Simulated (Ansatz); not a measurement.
## Worked example: ideal-gas entropy of C2H2O (ethynol)

A singlet with charge 0, relaxed at SVWN5/def2-TZVP (Ansatz 0.2.0):

```xyz
5

C    -1.0335    0.0381   -0.4240
C     0.0150   -0.0514    0.1633
O     1.0937   -0.1759    0.8680
H    -1.9605    0.1215   -0.9566
H     1.8853    0.0676    0.3493
```

Harmonic wavenumbers in cm⁻¹: 392, 421, 498, 589, 1103, 1178, 2252, 3399, 3648.

Masses in u: C 12.011, O 15.999, H 1.008. Take T = 298.15 K, p = 1 bar, R = 8.3145 J/(mol K), kT/hc = 207.22 cm⁻¹, rigid rotor and harmonic oscillator.

Task: Work out S° at 298 K.

Result: 
1. Translation (Sackur–Tetrode): S = R[3/2 ln M + 5/2 ln T − 1.1517] with M = 42.037 gives 155.5 J/(mol K).
2. Rotation: principal moments 0.752, 51.545, 52.297 u Å² give A, B, C = 22.415, 0.327, 0.3223 cm⁻¹; the symmetry number is σ = 1; q = (√π/σ)√((kT/hc)³/ABC) = 3440; S = R(ln q + 3/2) = 80.2.
3. Vibration: with u = ν̃/207.22, each mode gives R[u/(eᵘ − 1) − ln(1 − e⁻ᵘ)]; the sum is 13.1, most from 392 cm⁻¹ (4.2), 421 cm⁻¹ (3.7), 498 cm⁻¹ (2.8).
4. Spin: R ln 1 = 0.0.
5. Sum: 155.5 + 80.2 + 13.1 + 0.0 = 248.8 J/(mol K).

No measured value is set beside it here.
